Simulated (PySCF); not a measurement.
Gas-phase reaction: BH2Cl + B → BCl + BH2

Method: PySCF energies (xtb for GFN2) plus ideal-gas RRHO corrections (1 bar). S°(298 K) at PBE0/def2-TZVP differs from the NASA 1993 table for BH2 (+14 J/mol/K); whether the harmonic model or the table's entry is off was not settled. † marks an energy on the PBE0/def2-TZVP geometry and frequencies; other levels use their own. MP2 freezes the core. 6-31G* has spherical d functions here. Open shells (unrestricted): B (multiplicity 2, electronic degeneracy 6), BH2 (multiplicity 2); the rest are closed-shell singlets. GFN2 has no spin-polarisation term. Spin-orbit splitting is ignored; it lowers the true energy and changes the entropy of B. B3LYP is the form with VWN-RPA correlation. BH2Cl: computed as isolated molecules; such fragments, hydroxides, amides, oligomers or adducts are transient or little studied in the gas. MP2 isn't extrapolated to the basis-set limit; its ΔH°(298 K) is 11.8 kJ in def2-SVP and 14.3 kJ in def2-TZVPP. The harmonic model lacks anharmonicity and excited electronic states, which grow with temperature; levels with a mode under 35 cm⁻¹ are left out.

| level | ΔE electronic, kJ | ΔH°(298 K), kJ | ΔS°(298 K), J/K | ΔG°(2500 K), kJ |
|---|---|---|---|---|
| B3LYP/def2-TZVP† | 20 | 10 | 19 | -33 |
| BLYP/def2-TZVP† | 12 | 2 | 19 | -41 |
| GFN2-xTB | -143 | -149 | 17 | -182 |
| HF/6-31G* | 43 | 32 | 20 | -13 |
| HF/def2-TZVP† | 35 | 25 | 19 | -18 |
| MP2/def2-SVP† | 22 | 12 | 19 | -31 |
| PBE/def2-SVP | 10 | 0 | 20 | -43 |
| PBE0/def2-SVP† | 19 | 9 | 19 | -34 |
| r2SCAN/def2-TZVP† | 13 | 3 | 19 | -40 |
| LDA/def2-TZVP† | 14 | 4 | 19 | -39 |
| ωB97M-V/def2-TZVP† | 20 | 10 | 19 | -33 |
ΔH° is lowest at GFN2-xTB and highest at HF/6-31G*. No reference value is set beside these.
